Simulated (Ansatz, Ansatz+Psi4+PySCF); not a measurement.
```xyz
2

N     0.0000    0.0000   -0.8217
S     0.0000    0.0000    0.8217
```

Basis set: cc-pVTZ on N; cc-pV(T+d)Z on S (spherical functions). Frozen core: 6 orbitals. Correlation on ROHF uses semicanonical orbitals with singles. Charge 0, multiplicity 2.

Computed with Ansatz (development build ahead of 0.2.0); the reference of a correlated method needn't be the lowest determinant of its kind.

Problem. Give the atomization energy at this shape (free ground-state atoms in the same class of orbitals less the molecule, no zero-point energy) of doublet NS by UHF-BCCD(T), ROHF-CCSD(T), UHF-CCSD(T).

Solution.

```csv
method,atomization energy
UHF-BCCD(T),94.63 kcal/mol
ROHF-CCSD(T),94.63 kcal/mol
UHF-CCSD(T),92.47 kcal/mol
```

Caution: the reference determinant was not shown to be the lowest; the shape is not the minimum. Caution for UHF-BCCD(T): the program doubts this total. Caution for UHF-BCCD(T), UHF-CCSD(T): the unrestricted determinant is spin contaminated. Caution for ROHF-CCSD(T): an unrestricted determinant lies well below; other determinants can give a lower correlated total. Caution for UHF-CCSD(T): another reference gives a lower total.
